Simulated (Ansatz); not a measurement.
Relaxation of C3H6S (10 atoms, charge 0, multiplicity 1), to a largest force component of 0.015 eV/Å in at most 40 steps.

Level of theory: RKS B3LYP-D4/def2-SVP (Ansatz).

```xyz
10
Properties=species:S:1:pos:R:3
C -1.046 0.531 -0.457
C -0.086 -0.540 -0.021
C 1.178 -0.177 0.663
S 1.407 -0.790 -1.014
H -1.687 0.167 -1.256
H -1.673 0.827 0.384
H -0.504 1.403 -0.817
H -0.553 -1.473 0.278
H 1.560 -0.821 1.443
H 1.404 0.873 0.798
```

**Question.** Where does it end, and by what steps?

**Answer.** It converged. After 4 steps the energy has fallen by 0.039 eV; S4 moved furthest, 0.05 Å.

```
step  energy less start (eV)  largest force component (eV/Å)  accepted
   0                  0.0000                           0.788       yes
   1                 -0.0332                           0.373       yes
   2                 -0.0384                           0.126       yes
   3                 -0.0391                           0.037       yes
   4                 -0.0393                           0.008       yes
```

```xyz
10
Properties=species:S:1:pos:R:3
C -1.050 0.533 -0.456
C -0.079 -0.538 -0.021
C 1.190 -0.182 0.657
S 1.424 -0.823 -1.041
H -1.686 0.181 -1.284
H -1.713 0.813 0.382
H -0.515 1.433 -0.797
H -0.547 -1.473 0.308
H 1.560 -0.827 1.461
H 1.417 0.882 0.791
```

Whether the end is a true minimum wasn't checked by a vibrational analysis.

Run time: 18 s on 1 CPU thread of a shared host.
